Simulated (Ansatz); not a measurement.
**One elementary step**

Start structure (Si2H7O, doublet), relaxed at PBE0-D4/def2-TZVP:

```xyz
10
angstrom
H 2.1378 -0.0883 0.5858
Si 1.5663 -0.0220 -0.7861
O 0.1776 -0.9095 -0.9135
Si -1.6362 0.5681 1.1471
H 1.1886 1.3708 -1.1146
H 2.5975 -0.5097 -1.7425
H 0.2286 -1.8478 -0.7262
H -2.2152 1.4186 2.2244
H -2.2525 0.8893 -0.1640
H -1.7927 -0.8693 1.4897
```

The step: SiH₄O ([OH][SiH3]) + SiH₃ → SiH₃O ([OH][SiH2]) + SiH₄; bonds formed: H1–Si4; bonds broken: H1–Si2. Computed with Ansatz 0.2.0 (basis: def2-TZVPP and def2-QZVPP); correlated methods freeze the cores; orbitals are unrestricted. Extrapolation: Hartree–Fock as exp(−7.88 √X), correlation as X^−2.97. Energies below are by CCSD(T) at an estimated basis limit (MP2 extrapolated from triple and quadruple zeta, plus CCSD(T) − MP2 in triple zeta).

(1) What are the electronic barrier and the energy of the step, from the start structure to the end structure? (Judge from chemistry; the value comes from the calculation.)

No T1 diagnostic of these runs exceeds 0.015. ⟨S²⟩ of the unrestricted Hartree–Fock references: 0.75 to 0.78 (a pure state has 0.75).

Answers

(1) By the calculation: Barrier 13.43 kcal/mol; step energy 0.85 kcal/mol (uphill); reverse barrier, their difference, 12.58 kcal/mol. Barrier and step energy count from the start structure, the reverse barrier from the end structure.

The saddle point: One imaginary mode of 1020i cm⁻¹.
```json
{"pair": "H1–Si4", "start (Å)": "3.87", "saddle (Å)": "1.76", "end (Å)": "1.49"}
{"pair": "H1–Si2", "start (Å)": "1.49", "saddle (Å)": "1.79", "end (Å)": "3.27"}
```

Zero-point energy (harmonic, PBE0-D4): ZPE is 38.28 kcal/mol at the start and 35.47 kcal/mol at the saddle, so the barrier goes from 13.43 to 10.63 kcal/mol.

Radical steps of this kind take place in plasma deposition and etching.

Labels in which every atom is bracketed show which atoms are joined, not bond orders.

For scale, one of the runs: CCSD(T)/def2-TZVPP, 213 basis functions, launched by `ansatz run in.yaml --threads 4 --pin off --events-out ev --progress --plain --max-ram 9574MiB`. Hardware: 4 CPU threads of an Arm Neoverse V1, shared host. Wall time 2.8 min; peak host memory 7.3 GiB.
